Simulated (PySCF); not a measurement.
## Structure from 2D NMR

Compound of formula C$_{6}$H$_{10}$. Correlations simulated from computed shifts and the bond graph:

HSQC (one-bond C–H):
```tsv
δH	δC
1.53	74.2
1.30	32.9
```

HMBC (two and three bonds, from the bond graph):
```tsv
δH	δC
1.53	97.7, 27.6
1.30	97.7, 32.9, 27.6
```

Carbons without hydrogens: δ 97.7, 27.6.

Theoretical values (PySCF 2.14): σ from GIAO-PBE0/pcSseg-1, coordinates at the GFN2-xTB level. No relativistic terms, in vacuum, single conformer, equivalent nuclei averaged.

Referencing at the same level of theory: ¹H, ¹³C against TMS.

Exchangeable hydrogens are left out of these lists.

Problem. Work out the connectivity.

Solution. SMILES C#CC(C)(C)C.

Mapped SMILES: `[CH:1]#[C:2][C:3]([CH3:4])([CH3:5])[CH3:6]`; H(Xn) means a hydrogen on atom n.

1. δC 97.7 is C2, an alkyne carbon.
2. δC 74.2 is C1, a terminal alkyne carbon (δH 1.53).
3. δC 32.9 is C4/C5/C6, a methyl carbon (δH 1.30).
4. δC 27.6 is C3, a propargylic quaternary sp3 carbon.
5. HMBC from δH 1.53 reaches the proton-free carbons C2, C3.
6. HMBC from δH 1.30 reaches the proton-free carbons C2, C3.

This is the structure that produced the data.

Shifts are as computed. Against solution values, carbons near 30 ppm lie about +3 ppm off and those near 130 ppm about +5 ppm. Of 246 compounds with measured shifts, 49 miss one by over three times the rms of a fit or turn the order of signals round; such compounds aren't used in these exercises.
